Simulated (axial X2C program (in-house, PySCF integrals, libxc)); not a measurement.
# Low determinants of AlCl⁻ at the PBE0 level, two-component

Calculated with an in-house all-electron X2C program for linear molecules (integrals from PySCF). Two-component (2c) means X2C with spin–orbit coupling and atomic mean-field two-electron Coulomb and Gaunt terms. Basis: Cl dyall-av3z [9s8p3d2f], Al dyall-av3z [9s9p3d2f] (cores contracted in-house); Gaussian nuclei, density fitting, unrestricted open shells. Masses: Cl 34.969 u, Al 26.982 u.

Search at 2.250 Å (vertical energies from the lowest determinant):

```
ΔE (eV)    state  electrons beyond evenly filled partner blocks  electrons in ±ω = 1/2, 3/2, 5/2, 7/2
   0.00  Ω = 1/2                                        ω = 1/2                              25 6 0 0
   0.01  Ω = 3/2                                        ω = 3/2                              24 7 0 0
   2.49  Ω = 5/2                                        ω = 5/2                              24 6 1 0
   3.31  Ω = 5/2                           2 × ω = 1/2, ω = 3/2                              24 7 0 0
   3.36  Ω = 1/2                          2 × ω = -1/2, ω = 3/2                              24 7 0 0
   4.21  Ω = 3/2                                    3 × ω = 1/2                              25 6 0 0
   5.99  Ω = 5/2                          ω = -1/2, 2 × ω = 3/2                              25 6 0 0
```

Lowest determinant, Ω = 1/2 (⟨Sz⟩ = -0.50, ⟨Lz⟩ = 1.00 at PBE0): Re = 2.277 Å, ωe = 343.6 cm⁻¹.

The determinant in row 2 of the search, Ω = 3/2 (⟨Sz⟩ = 0.50, ⟨Lz⟩ = 1.00 at PBE0), was followed along the bond at PBE0; measured from the minimum of the lowest determinant it gives:

Te = 0.009 eV (71 cm⁻¹), Re = 2.277 Å, ωe = 343.5 cm⁻¹.

**Question.** Compare the bond of the determinant in row 2 with that of the lowest one.

**Answer.** At PBE0 its Re is the same within 0.001 Å and its force constant, which goes as ωe², is 1.00 times that of the lowest determinant. T0 ≈ Te + Δωe/2 = 71 + (0) = 71 cm⁻¹.

The search compares states at one distance, so a state with another bond length can lie lower; it is not exhaustive and yields mostly the lowest determinant of each block pattern, so other components and higher states of one pattern are missing. These are energies of single determinants, not of spin-adapted states; PBE0 term energies can be off by some tenths of an eV, and the functional has no current term. For an anion, determinants above electron detachment are held by the basis set. Row 1 has a positive highest level at its minimum. Row 2 has a positive highest level at its minimum.
